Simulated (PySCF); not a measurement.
# The first ionisation energy along the third row

All values are computed (PySCF 2.14, energy differences of UHF-based or UKS calculations, no spin-orbit coupling). Values in eV. The last column holds reference values (NIST; (s) semi-empirical, (t) theoretical, else measured). Unmarked ones compare directly (S terms, centres of terms, or small fine structure); those marked * lie between the lowest fine-structure levels and include a spin-orbit shift.

| element | configurations | UHF | MP2 (valence) | SCS-MP2 (valence) | CCSD (valence) | CCSD(T) (valence) | reference |
| --- | --- | --- | --- | --- | --- | --- | --- |
| Mg (def2-TZVP, non-relativistic) | [Ne] 3s2 → [Ne] 3s1 | 6.611 | 7.202 | 7.320 | 7.501 | 7.501 | 7.646 |
| Al (def2-TZVP, non-relativistic) | [Ne] 3s2 3p1 → [Ne] 3s2 | 5.595 | 5.805 | 5.789 | 5.895 | 5.925 | 5.977 |
| Si (def2-TZVP, non-relativistic) | [Ne] 3s2 3p2 → [Ne] 3s2 3p1 | 7.640 | 8.037 | 7.953 | 8.067 | 8.105 | 8.157 |
| P (def2-TZVP, non-relativistic) | [Ne] 3s2 3p3 → [Ne] 3s2 3p2 | 9.910 | 10.475 | 10.304 | 10.412 | 10.453 | 10.526 |
| S (def2-TZVP, non-relativistic) | [Ne] 3s2 3p4 → [Ne] 3s2 3p3 | 9.232 | 9.954 | 10.028 | 10.058 | 10.090 | 10.336 |
| Cl (def2-TZVP, non-relativistic) | [Ne] 3s2 3p5 → [Ne] 3s2 3p4 | 11.773 | 12.711 | 12.707 | 12.671 | 12.708 | 12.974 |
| Ar (def2-TZVP, non-relativistic) | [Ar] → [Ne] 3s2 3p5 | 14.573 | 15.682 | 15.578 | 15.498 | 15.538 | 15.819 |

```tsv
method	elements	mean error (eV)	mean absolute error (eV)	largest error (eV)
UHF	7	-0.871	0.871	-1.246
MP2 (valence)	7	-0.224	0.224	-0.444
SCS-MP2 (valence)	7	-0.251	0.251	-0.326
CCSD (valence)	7	-0.190	0.190	-0.321
CCSD(T) (valence)	7	-0.159	0.159	-0.281
```

Errors include the incompleteness of the basis and the frozen core.

"Valence" correlates the outer s and p shells and, in groups 3 to 12 and the f block, the outer d or f shell, open or full, or the next shell where the ion has no valence electron left; the wider scheme adds the next inner shell.
